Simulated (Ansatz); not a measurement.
in.yaml

```yaml
crystal:
  periodic: [false, false, false]
  atoms:
    - {symbol: H, position_ang: [0.000000, 0.000000, -0.801667]}
    - {symbol: H, position_ang: [0.000000, 0.000000, -0.108667]}
    - {symbol: H, position_ang: [0.000000, 0.000000, 0.910333]}
basis:
  gaussian: {orbitals: def2-TZVP}
magnetization: {spin_polarized: true, initial_magnetization: 1}
hamiltonian: {xc: {name: r2SCAN}}
correlation: {method: ccsd_t, electrons: outside_noble_gas, diis_vectors: 4}
scf: {lower_state_search: full}
output: {forces: true}
```

```sh
$ ansatz run in.yaml --threads 1 --pin off --events-out ev --progress --plain --max-ram 2393MiB
```

The program prints:

```
146 factors; integrals over basis functions are off by at most 8.1e-4 eV
mean field evaluation 1: about -44.6757 eV, gradient 7.0e0 eV
mean field evaluation 2: about -44.6706 eV, gradient 7.0e0 eV
mean field evaluation 4: about -45.0415 eV, gradient 4.2e-1 eV
mean field evaluation 8: about -45.0429 eV, gradient 2.0e-3 eV
mean field evaluation 16: about -44.5992 eV, gradient 7.3e0 eV
mean field evaluation 32: about -45.0299 eV, gradient 1.4e0 eV
mean field -45.04286503 eV, -1.6552947586 hartree, gradient 4.1e-7 eV, S^2 0.756130; 2 other end points of the search recorded, 0 dependent functions left out
reference -43.39194918 eV, -1.5946247204 hartree; 2, 1 occupied and 16, 17 virtual orbitals, 146 factors
second order -0.96085850 eV of doubles, -0.04324106 eV of singles
cycle   1  -1.17621828 eV  change   -1.7e-1 eV  update   2.7e-2
cycle   2  -1.24312517 eV  change   -6.7e-2 eV  update   1.0e-2
cycle   3  -1.24640832 eV  change   -3.3e-3 eV  update   2.9e-3
cycle   4  -1.24674291 eV  change   -3.3e-4 eV  update   6.5e-4
cycle   5  -1.24667828 eV  change    6.5e-5 eV  update   2.6e-4
cycle   6  -1.24676361 eV  change   -8.5e-5 eV  update   8.1e-5
cycle   7  -1.24677733 eV  change   -1.4e-5 eV  update   2.7e-5
cycle   8  -1.24677057 eV  change    6.8e-6 eV  update   6.9e-6
cycle   9  -1.24676684 eV  change    3.7e-6 eV  update   1.8e-6
cycle  10  -1.24676617 eV  change    6.7e-7 eV  update   6.4e-7
perturbative correction -0.00771897 eV, -0.0002836668 hartree
the calculation of the forces begins
Total energy: -44.64643432 eV, -1.6407261990 hartree
Atom 0 at     0.000000     0.000000    -0.801667 Å, force     0.000000    -0.000000    -4.376956 eV/Å
Atom 1 at     0.000000     0.000000    -0.108667 Å, force     0.000000     0.000000     2.789974 eV/Å
Atom 2 at     0.000000     0.000000     0.910333 Å, force    -0.000000    -0.000000     1.586982 eV/Å
Dipole moment:    -0.000000    -0.000000    -0.056753 e Å
```

Forces (eV/Å):
```
H    0.000  0.000 -4.377
H    0.000  0.000  2.790
H    0.000  0.000  1.587
```

Ran on 1 thread of Arm Neoverse V2, shared host: 0.9 s wall, 0.23 GiB peak host memory.
